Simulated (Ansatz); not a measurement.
# CH5SSi+ (SMILES [CH2+]S[SiH3]): functionals against CCSD(T) at one geometry

The task here is to estimate one member of a computed series from the others.

The runs use Ansatz 0.2.0, Gaussian basis; single points in def2-TZVPP.

Correlated methods freeze the cores.

## The system as given

SMILES `[CH2+]S[SiH3]`, 8 atoms, charge 1, spin multiplicity 1.

Atoms are counted from 1 here; the program's logs count them from 0.

Bond lengths: C1–S2 1.825 Å, C1–H4 1.082 Å, C1–H5 0.843 Å, S2–Si3 2.145 Å, Si3–H6 1.697 Å, Si3–H7 1.438 Å, Si3–H8 1.370 Å. Angles: S2–C1–H4 117.6°, S2–C1–H5 124.0°, H4–C1–H5 118.1°, C1–S2–Si3 101.6°, S2–Si3–H6 95.3°, S2–Si3–H7 102.1°, S2–Si3–H8 107.7°, H6–Si3–H7 107.1°, H6–Si3–H8 123.0°, H7–Si3–H8 117.3°.

Coordinates:

```xyz
8
CH5SSi
C    -0.72990    0.60670   -1.47880
S    -1.25060   -0.28580    0.02510
Si    0.60460   -0.45450    1.08870
H     0.27630    1.00280   -1.50310
H    -1.24820    0.80110   -2.11480
H     0.05040    0.31630    2.49510
H     0.66080   -1.86350    1.37300
H     1.59070    0.06460    0.29250
```

The first run:

run/in.yaml

```yaml
crystal:
  periodic: [false, false, false]
  atoms:
    - {symbol: C, position_ang: [-0.729900, 0.606700, -1.478800]}
    - {symbol: S, position_ang: [-1.250600, -0.285800, 0.025100]}
    - {symbol: Si, position_ang: [0.604600, -0.454500, 1.088700]}
    - {symbol: H, position_ang: [0.276300, 1.002800, -1.503100]}
    - {symbol: H, position_ang: [-1.248200, 0.801100, -2.114800]}
    - {symbol: H, position_ang: [0.050400, 0.316300, 2.495100]}
    - {symbol: H, position_ang: [0.660800, -1.863500, 1.373000]}
    - {symbol: H, position_ang: [1.590700, 0.064600, 0.292500]}
basis:
  gaussian: {orbitals: def2-TZVPP}
total_charge: 1
correlation: {method: ccsd_t}
output: {forces: true}
```

No record of the launch command was kept for these runs.

Steps of the session up to this table: CCSD(T)/def2-TZVPP; PBE0-D4/def2-TZVPP; wB97M-V/def2-TZVPP; r2SCAN-D4/def2-TZVPP; PBE-D4/def2-TZVPP; BLYP-D4/def2-TZVPP; LC-wPBE/def2-TZVPP.

One of the session's tables, all rows but one given; the rest of the session is left out.

```
   method  RMS force component (eV/Å)  angle to CCSD(T) forces (°)
  CCSD(T)                       5.839                    reference
  PBE0-D4                       5.922                          1.9
  wB97M-V                       5.899                          2.0
r2SCAN-D4                       5.827                          1.4
   PBE-D4                           ?                            ?
  BLYP-D4                       5.690                          1.3
  LC-wPBE                       6.067                          3.4
```

Q: Estimate the row for PBE-D4 from the others.

As computed: RMS force component (eV/Å): 5.817; angle to CCSD(T) forces (°): 1.9. In the column «RMS force component (eV/Å)» it lies between BLYP-D4 (5.690) and r2SCAN-D4 (5.827).
